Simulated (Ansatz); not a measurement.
Reaction (formal exchange of groups at a C–C bond): `COCCC#N` + BH₃ → `BC#N` + `CCOC`

Gas-phase electronic energies from Ansatz, PBE0-D4/def2-TZVP geometries. CCSD(T)/CBS adds triple-zeta CCSD(T) − MP2 to the extrapolated MP2 energy (def2 sets, frozen cores). This one scheme is used for every species. Functionals use def2-TZVPP. HSE06 is defined as in plane-wave codes. Each species was taken in one conformer, which may not be the lowest.

| level | ΔE (eV) |
| --- | --- |
| HSE06-D4 | -0.68 |
| ωB97M-V | -0.67 |
| revPBE | -0.76 |
| BLYP | -0.79 |
| r2SCANh | -0.72 |
| LC-ωPBE | -0.64 |
| RPA@PBE/def2-TZVPP | -0.64 |
| CCSD/def2-SVP | -0.63 |

**Question.** What does CCSD(T)/CBS give? (Estimate.)

**Answer.** Computed: -0.68 eV. The listed levels differ from it by 0.00, 0.01, -0.08, -0.11, -0.04, 0.04, 0.04, 0.05 eV.

**Question.** What do rigid-rotor, harmonic-oscillator terms from PBE0-D4/def2-TZVP frequencies (298.15 K, 1 bar) make of the CCSD(T)/CBS value? (Best estimate.)

**Answer.** The calculation gave: ΔZPE = +0.06 eV, ΔH = -0.63 eV, ΔS = 17 J/(mol·K), ΔG = -0.68 eV.

Largest T1 diagnostic among the species: 0.014.

From BLYP to BHLYP (50 % exact exchange), in def2-TZVPP and without D4, ΔE moves by +0.10 eV. Leaving LDA and LC-ωPBE aside and taking each functional with its dispersion term where it has one, the values, not all of them listed here, spread over 0.12 eV, from B97M-V to ωB97X-V. LDA lies +0.05 eV from PBE without D4. The D4 term adds +0.04 eV with B3LYP and +0.02 eV with PBE0; it sums over pairs of atoms, weighted by their polarisabilities, and B3LYP, whose exchange is more repulsive, gets the larger term.

B3LYP here is the variant with VWN-RPA as its local correlation; programs differ in this.

CCSD(T)/CBS has its own doubt, a few kJ/mol and more with outer-core shells, so smaller differences from it don't rank the levels.
